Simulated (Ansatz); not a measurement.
We consider hcp Zr, described by PBEsol (Ansatz, a program for electronic structure, plane waves, PAW).

Settings: plane-wave cutoff 520 eV, 18×18×12 k mesh (along the axes of the cell as run), Fermi–Dirac smearing 0.05 eV, scalar-relativistic PAW data made under PBE.

Cell (relaxed at this level):

Zr is modelled in the hexagonal space group P6₃/mmc (No. 194), the hcp (Mg type) structure, Pearson symbol hP2. Conventional cell: a = b = 3.1850 Å, c = 5.1134 Å, α = β = 90.00°, γ = 120.00°. Zr on 2c has 12 Zr at 3.149–3.185 Å (anticuboctahedral). (Neighbours: up to the widest gap in distance over summed covalent radii, below 1.35, at either atom.)

Give the computed bulk modulus and pressure derivative B′ of the bulk modulus.


- bulk modulus = 98.3 GPa
- pressure derivative B′ of the bulk modulus = 3.1

The run finds no gap.

Measured, for comparison: bulk modulus 95.9 GPa (zero-point energy and finite temperature contributions removed, our sources range from 84.3 to 95.9; as tabulated in doi:10.1021/acs.jctc.3c00612). Computed (rounded) less measured: bulk modulus not scored (sources differ).

Note: the bulk modulus comes from volumes at which shape and atoms were relaxed.

The computed numbers hold no vibrational or temperature effects.
